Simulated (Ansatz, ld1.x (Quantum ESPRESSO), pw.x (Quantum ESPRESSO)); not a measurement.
**What a changed setting does to a pw.x run (bcc B)**

Potential: norm-conserving Troullier–Martins (Kleinman–Bylander form), ld1.x (Quantum ESPRESSO) 7.5, PBEsol; core [He], reference 2s2 2p1; waves: 2s (bound): rc 1.40 bohr; 2p (bound): rc 2.20 bohr; 3d channel at 0.4 Ry: rc 2.35 bohr; local part: all-electron potential smoothed inside 2.05 bohr (lloc = -1); core correction: none.

The reference run (k-mesh 18³, cutoffs 60/240 Ry, Fermi–Dirac 0.01 Ry, mixing_beta 0.4, conv_thr 1e-9, no spin) gives -3.00 GPa at 6.098 Å³/atom, where all-electron LAPW gives -1.07 GPa. This run, with its own iteration cap, changes k-mesh points per axis to 4.

```
&control
  calculation='scf', prefix='x', pseudo_dir='./', outdir='./tmp', tstress=.true., disk_io='none'
/
&system
  ibrav=0, nat=1, ntyp=1, ecutwfc=60, ecutrho=240, nbnd=8,
  occupations='smearing', smearing='fd', degauss=0.01
/
&electrons
  conv_thr=1e-09, mixing_beta=0.4, electron_maxstep=60
/
ATOMIC_SPECIES
B 1.0 B.UPF
CELL_PARAMETERS angstrom
  -1.15091295 1.15091295 1.15091295
  1.15091295 -1.15091295 1.15091295
  1.15091295 1.15091295 -1.15091295
ATOMIC_POSITIONS crystal
B 0.0000 0.0000 0.0000
K_POINTS automatic
4 4 4 0 0 0
```

```bash
pw.x < B.scf.in > B.scf.out
```

Question: How does the run end?

Answer: It converges in 5 iterations; the free energy moves by +255.3 meV/atom and the pressure by +1.45 GPa.

```
Message from routine setup:
     using ibrav=0 with symmetry is DISCOURAGED, use correct ibrav instead
     lattice parameter (alat)  =       3.7671  a.u.
     unit-cell volume          =      41.1513 (a.u.)^3
     number of electrons       =         3.00
     number of Kohn-Sham states=            8
     kinetic-energy cutoff     =      60.0000  Ry
     charge density cutoff     =     240.0000  Ry
     scf convergence threshold =      1.0E-09
     Exchange-correlation= PBESOL
     number of k points=     8  Fermi-Dirac smearing, width (Ry)=  0.0100
     iteration #  1     ecut=    60.00 Ry     beta= 0.40
     total energy              =      -5.52457538 Ry
     estimated scf accuracy    <       0.00025891 Ry
     iteration #  2     ecut=    60.00 Ry     beta= 0.40
     total energy              =      -5.52492048 Ry
     estimated scf accuracy    <       0.00009056 Ry
     iteration #  3     ecut=    60.00 Ry     beta= 0.40
     total energy              =      -5.52493408 Ry
     estimated scf accuracy    <       0.00000032 Ry
     iteration #  4     ecut=    60.00 Ry     beta= 0.40
     total energy              =      -5.52493414 Ry
     estimated scf accuracy    <       0.00000001 Ry
     iteration #  5     ecut=    60.00 Ry     beta= 0.40
     the Fermi energy is    14.2469 ev
!    total energy              =      -5.52493414 Ry
     estimated scf accuracy    <          3.1E-10 Ry
     smearing contrib. (-TS)   =      -0.00557579 Ry
     The total energy is F=E-TS. E is the sum of the following terms:
     one-electron contribution =       4.16679639 Ry
     hartree contribution      =       0.01491822 Ry
     xc contribution           =      -2.17131380 Ry
     ewald contribution        =      -7.52975916 Ry
     convergence has been achieved in   5 iterations
          total   stress  (Ry/bohr**3)                   (kbar)     P=      -15.52
     Message from routine punch:
     Nothing written, as per user request (disk_io='none')
```

The run took about 0.2 s on one core of a shared host (Neoverse-V2, 32 threads, 247 GiB, load 12).
